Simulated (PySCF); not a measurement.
# MgB+: bond curves at several levels of theory

An exercise on one series of results from a longer session: the logs are not shown, and one member is left open.

Method: Mg def2-SVPD, B def2-SVPD, no relativity; program: PySCF 2.14.0.

Set-up of the first run:

Settings of the job:

- atoms: Mg, B
- charge: 1
- basis: Mg def2-SVPD, B def2-SVPD
- Hamiltonian: no relativity
- basis functions: 41
- electrons treated: 16
- masses in u: 23.9850, 11.0093
- levels: PBE0, PBE, r²SCAN, r²SCAN0, PBEsol, M06, HF, MP2, SCS-MP2, CCSD, CCSD(T)
- grid: 80 radial by 434 angular points
- occupations: held fixed by the projection of orbital angular momentum
- dissociation limit: Mg+ + B, each in its ground configuration
- starting distance in angstrom: 2.270
- values of 2S to try: 0, 2

Started as:

```console
$ OMP_NUM_THREADS=1 python dia.py task.json out
```

Among the steps run: Set-up; First curve: PBE0; Higher solutions at PBE0; PBE (GGA); r²SCAN; r²SCAN0 (hybrid meta-GGA); PBEsol (GGA); M06 (hybrid meta-GGA); RHF (mean field); Correlated methods on the Hartree–Fock reference.

One table of the session follows, with a row left open; its other results are not shown here.

| level | Re (Å) | ωe (cm⁻¹) | De (eV) |
| --- | --- | --- | --- |
| RHF | ? | ? | ? |
| RHF-MP2 | 2.588 | 337 | 1.09 |
| RHF-SCS-MP2 | 2.598 | 330 | 1.18 |
| RHF-CCSD | 2.611 | 323 | 1.44 |
| RHF-CCSD(T) | 2.612 | 320 | 1.52 |
| PBE | 2.591 | 326 | 1.79 |
| PBEsol | 2.585 | 330 | 1.84 |
| r²SCAN | 2.611 | 308 | 1.41 |
| PBE0 | 2.594 | 318 | 1.51 |
| r²SCAN0 | 2.619 | 303 | 1.34 |
| M06 | 2.536 | 340 | 1.70 |

Estimate the missing values for RHF.

The run gave: Re (Å): 2.622; ωe (cm⁻¹): 322; De (eV): 0.195. In the column «Re (Å)» it is the highest.

De is counted to Mg+ + B in their ground configurations.
